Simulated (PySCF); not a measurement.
Cubic BN: correlation energy from several methods in one and the same small orbital space (PySCF; 2 atoms at the zone centre, 8 electrons in 17 orbitals, empty ones MP2 natural orbitals of a TZ basis, lattice constant set to 3.616 Å). It tests the methods against each other and lies far from the crystal's limit.

```
method    E_corr (eV per atom)  share of full CI (%)  error (meV)
--------  --------------------  --------------------  -----------
MP2                    -2.1909                  79.6          562
CCSD                   -2.6997                  98.1           54
CCSD(T)                -2.7381                  99.4           15
CCSDT                  -2.7483                  99.8            5
CCSDT(Q)               -2.7526                 100.0            1
CCSDTQ                 -2.7532                 100.0            0
full CI                -2.7534                 100.0            0
```

The Hartree–Fock determinant has a weight of 0.92 in the full CI state.

MP2, (T) and (Q) use filled levels shifted down by the Madelung term, which in so small a cell is a large part of the gap, so these rows hang on it.
